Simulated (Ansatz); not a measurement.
# LiMgH (singlet): wave-function methods side by side at distance Li1–Mg2 = 3.783 Å, cc-pVTZ

One table from this session's results is given with a row withheld; the runs are named, their logs left out.

Program: Ansatz 0.2.0, Gaussian basis. Level of theory: cc-pVTZ, core rule «outside noble gas», up to 6 orbitals frozen. These are calculated values, not measurements.

To be run: UHF; CCSD(T) on RHF; CCSD(T) on UHF; BCCD(T) on RHF; CCSDT(Q) on RHF; CCSDT(Q) on UHF; Full CI.

39 further runs of the same task are left out: 22 for a known fault of the program, 9 that didn't finish, 8 set aside as unsound or not needed. Runs told in other sessions of the task aren't counted.

### The geometry

The geometry derives from a PBE0/def2-TZVP stationary point (not a proven minimum). One bond is set to the value named and the two fragments are kept rigid.

3 atoms, charge 0, spin multiplicity 1.

Atoms are counted from 1 here; the program's logs count them from 0.

Bond lengths: Mg2–H3 1.746 Å.

Set-up of the first run:

in.yaml reads:

```yaml
crystal:
  periodic: [false, false, false]
  atoms:
    - {symbol: Li, position_ang: [0.000000, 0.000000, 3.104100]}
    - {symbol: Mg, position_ang: [0.000000, 0.000000, -0.678900]}
    - {symbol: H, position_ang: [0.000000, 0.000000, -2.425200]}
basis:
  gaussian: {orbitals: cc-pVTZ}
magnetization: {spin_polarized: true, initial_magnetization: 0}
hamiltonian: {xc: hf}
output: {orbitals: {seedname: orbitals}}
```

Launch:

```console
$ ansatz run in.yaml --threads 1 --pin off --events-out ev --progress --plain --max-ram 2393MiB
```

Steps of the session up to this table: UHF; CCSD(T) on RHF; CCSD(T) on UHF; BCCD(T) on RHF; CCSDT(Q) on RHF; CCSDT(Q) on UHF; Full CI.

One table of the session follows, with a row left open; its other results are not shown here.

```
   method  from FCI (meV)
      RHF         +1951.1
      UHF         +1809.1
     RMP2          +522.6
     UMP2          +716.8
    RCCSD           +42.6
    UCCSD           +53.8
 RCCSD(T)           +11.6
 UCCSD(T)           +16.8
  BCCD(T)           +11.1
   RCCSDT               ?
   UCCSDT            +3.9
RCCSDT(Q)            +0.4
UCCSDT(Q)            +1.6
      FCI               0
```

**Question.** Estimate the row for RCCSDT.

**Answer.** from FCI (meV): +1.9. In the column «from FCI (meV)» it lies between UCCSDT(Q) (+1.6) and UCCSDT (+3.9).

To keep in mind: The determinant of HF (⟨S²⟩ 0.58) is far from a pure spin state, so its energy mixes those of several spin states; that is harmless only where they are near-degenerate. The determinant of CCSD(T) (⟨S²⟩ 0.58) is far from a pure spin state, so its energy mixes those of several spin states; high orders of coupled cluster remove much of that, low ones don't. The determinant of CCSDT(Q) (⟨S²⟩ 0.58) is far from a pure spin state, so its energy mixes those of several spin states; high orders of coupled cluster remove much of that, low ones don't. Restricted and unrestricted rows rest on different reference determinants; a gap between their highest levels can come from leftover correlation error, from unlike frozen cores or from another state.
